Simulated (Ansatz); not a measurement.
Isomers of C3H7O, relaxed with PBE0-D4/def2-TZVP in Ansatz; electronic energies, one conformer each and not always the lowest. Functionals use def2-TZVPP; CBS adds triple-zeta CCSD(T) − MP2 to the MP2 limit of def2-TZVPP and def2-QZVPP.

Problem. Order them by energy at frozen-core CCSD(T)/CBS, lowest first. (An estimate is asked.)
A. `[CH2]OCC`•
B. `CC(C)[O]`•
C. `[CH2]COC`•

Solution. B (0.0 kcal/mol), A (2.1 kcal/mol), C (9.1 kcal/mol).

Problem. How do MP2/CBS(def2), r2SCAN-D4, B3LYP, HF/CBS(def2) place them (kcal/mol, against `CC(C)[O]`•)? (An estimate is asked.)

Solution. The calculation gave: 
| isomer | MP2/CBS(def2) | r2SCAN-D4 | B3LYP | HF/CBS(def2) |
| --- | --- | --- | --- | --- |
| `[CH2]OCC`• | -2.4 | 3.7 | 2.9 | 10.7 |
| `[CH2]COC`• | 4.7 | 10.3 | 10.4 | 15.2 |

B3LYP here is the variant with VWN-RPA as its local correlation; programs differ in this.
